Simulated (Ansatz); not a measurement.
```yaml
crystal:
  periodic: [false, false, false]
  atoms:
    - {symbol: Mn, position_ang: [-0.639006, 0.225112, -0.446192]}
    - {symbol: Si, position_ang: [1.101752, -0.421566, 0.820479]}
    - {symbol: H, position_ang: [1.784214, -1.766456, 1.026111]}
    - {symbol: H, position_ang: [2.025159, 0.167316, 1.866092]}
    - {symbol: H, position_ang: [0.320330, 1.075993, -1.434442]}
basis:
  gaussian: {orbitals: def2-TZVP}
hamiltonian: {xc: pbe0}
relax: {f_tol: 0.004, max_steps: 80}
```

```sh
$ ansatz run in.yaml --threads 1 --pin off --events-out ev --progress --plain --max-ram 2176MiB
```

Steps of the relaxation (energy above the last step; positions in Å, forces in eV/Å):

```
5
step 1, 758.9 meV
Mn   -0.639    0.225   -0.446    1.545    0.092    0.288
Si    1.102   -0.422    0.820   -0.680   -0.279    0.254
H     1.784   -1.766    1.026   -0.260   -0.063   -0.610
H     2.025    0.167    1.866   -0.251    0.627   -0.295
H     0.320    1.076   -1.434   -0.354   -0.377    0.364
```

```
5
step 2, 517.7 meV
Mn   -0.538    0.220   -0.388    0.102   -0.063    0.209
Si    1.061   -0.475    0.917    0.086    0.062   -0.053
H     1.737   -1.852    0.873   -0.103    0.459   -0.018
H     1.975    0.353    1.827   -0.264   -0.291   -0.330
H     0.357    1.035   -1.397    0.179   -0.168    0.192
```

```
5
step 3, 445.2 meV
Mn   -0.562    0.214   -0.360   -0.035    0.056    0.019
Si    1.033   -0.462    0.901    0.071    0.011    0.005
H     1.730   -1.810    0.823   -0.021    0.270   -0.030
H     1.951    0.371    1.777   -0.135   -0.156   -0.187
H     0.441    0.967   -1.310    0.120   -0.181    0.192
```

```
5
step 12, 0.0 meV
Mn   -0.773    0.312   -0.316    0.000    0.000    0.000
Si    0.914   -0.364    0.785    0.001    0.000    0.000
H     1.726   -1.587    0.482    0.000    0.000    0.000
H     1.845    0.499    1.582    0.000    0.000    0.000
H     0.880    0.420   -0.700    0.000    0.000    0.000
```

Close pairs at the end: Si2–H3 1.499 Å, Si2–H4 1.499 Å, Si2–H5 1.679 Å, Mn1–H5 1.700 Å, Mn1–Si2 2.125 Å.

A stationary point of restricted PBE0 after 12 steps (its stability towards spin polarisation wasn't tested); no frequencies were run, so it isn't proven a minimum. 48 s on 1 thread of Intel Xeon 6975P-C, shared host.
